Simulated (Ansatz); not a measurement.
# C2Cl4: a ladder of functionals and wavefunction methods

Aim: compute C2Cl4 with functionals from several rungs and with coupled cluster. The yardstick is the atomisation energy at the CCSD(T) limit.

Program: Ansatz 0.2.0, Gaussian basis. Level of theory: functionals in def2-TZVPP, the program's frozen cores in correlated methods. These are calculated values, not measurements.

Plan: LDA (SPW92), PBE-D4, revPBE-D4, BLYP-D4, r2SCAN-D4, B97M-V, PBE0-D4, B3LYP-D4, r2SCANh-D4, r2SCAN0-D4, HSE06-D4, BHLYP-D4, CAM-B3LYP-D4, LC-ωPBE, ωB97X-V, ωB97M-V, B2PLYP, PBE-QIDH; CCSD(T)/def2-SVP; CCSD(T)/def2-TZVPP; CCSD(T)/def2-QZVPP; extrapolation to the limit; RPA on PBE.

## (1) The relaxed structure

An earlier PBE0-D4 in a triple-zeta def2 set relaxation fixed the geometry.

6 atoms, charge 0, spin multiplicity 1.

Atoms are counted from 1 here; the program's logs count them from 0.

Bond lengths: C1–C2 1.339 Å, C1–Cl3 1.703 Å, C1–Cl4 1.703 Å, C2–Cl5 1.703 Å, C2–Cl6 1.703 Å. Angles: C2–C1–Cl3 122.2°, C2–C1–Cl4 122.2°, Cl3–C1–Cl4 115.6°, C1–C2–Cl5 122.2°, C1–C2–Cl6 122.2°, Cl5–C2–Cl6 115.6°.

## (2) LDA

This LDA is Slater exchange with PW92 correlation.

in.yaml reads:

```yaml
crystal:
  periodic: [false, false, false]
  atoms:
    - {symbol: C, position_ang: [-0.000000, -0.000000, 0.669471]}
    - {symbol: C, position_ang: [-0.000000, 0.000000, -0.669471]}
    - {symbol: Cl, position_ang: [0.000000, 1.441213, 1.577053]}
    - {symbol: Cl, position_ang: [0.000000, -1.441213, 1.577053]}
    - {symbol: Cl, position_ang: [0.000000, -1.441213, -1.577053]}
    - {symbol: Cl, position_ang: [0.000000, 1.441213, -1.577053]}
basis:
  gaussian: {orbitals: def2-TZVPP}
hamiltonian: {xc: lda}
output: {orbitals: {seedname: orbitals}}
```

Started as:

```console
$ ansatz run in.yaml --threads 2 --pin off --events-out ev --progress --plain --max-ram 32768MiB --backend cpu
```

Further steps of the session: PBE-D4 (GGA); revPBE-D4 (GGA); BLYP-D4 (GGA); r2SCAN-D4 (meta-GGA); B97M-V (meta-GGA); PBE0-D4 (hybrid); B3LYP-D4 (hybrid); r2SCANh-D4 (hybrid); r2SCAN0-D4 (hybrid); HSE06-D4 (hybrid); BHLYP-D4 (hybrid); CAM-B3LYP-D4 (range-separated); LC-ωPBE (range-separated); ωB97X-V (range-separated); ωB97M-V (range-separated); B2PLYP (double hybrid); PBE-QIDH (double hybrid); CCSD(T) in def2-SVP; CCSD(T) in def2-TZVPP; CCSD(T) in def2-QZVPP; RPA on PBE orbitals.

**Question.** What will the summary of the whole plan be? Wanted: atomisation energy, CCSD(T)/CBS; farthest beyond LDA; mean size of error, GGA; mean size of error, meta-GGA; mean size of error, hybrid; mean size of error, range-separated; mean size of error, double hybrid; gap, smallest and largest; T1 diagnostic.

The runs gave:

| quantity | value |
| --- | --- |
| atomisation energy, CCSD(T)/CBS | 1963.6 kJ/mol |
| functionals within 9.8 kJ/mol (0.5 %) | BLYP-D4, LC-ωPBE |
| farthest beyond LDA | PBE-D4 (+161.5 kJ/mol) |
| mean size of error, GGA | 82.5 kJ/mol |
| mean size of error, meta-GGA | 42.1 kJ/mol |
| mean size of error, hybrid | 59.6 kJ/mol |
| mean size of error, range-separated | 17.1 kJ/mol |
| mean size of error, double hybrid | 35.6 kJ/mol |
| gap, smallest and largest | 4.14 eV (LDA (SPW92)), 10.98 eV (LC-ωPBE) |
| T1 diagnostic | 0.0105 |
| triples share of the correlation energy | 4.8 % |

In words: LDA overbinds by 508.7 kJ/mol (26 %). PBE-D4 misses by +161.5 kJ/mol. Double hybrids carry the basis error of their MP2 part in triple zeta, and no dispersion term here, so their miss is partly the set-up's. Taken by rung, range-separated functionals do best (17.1 kJ/mol on average) and GGA ones worst beyond LDA (82.5 kJ/mol). RPA and LDA stand outside this count. Misses under about 9.8 kJ/mol are within the doubt on the reference itself, which lacks core-valence correlation, relativity and higher excitations. Hartree-Fock recovers 62 % of the binding; the rest is correlation. CCSD(T) in def2-SVP is off by -162.7 kJ/mol, worse than the median functional, from the basis alone. The gap grows from 4.1 to 11.0 eV across the functionals, mostly with the share of exact exchange. The restricted reference is unstable towards a spin-broken one.
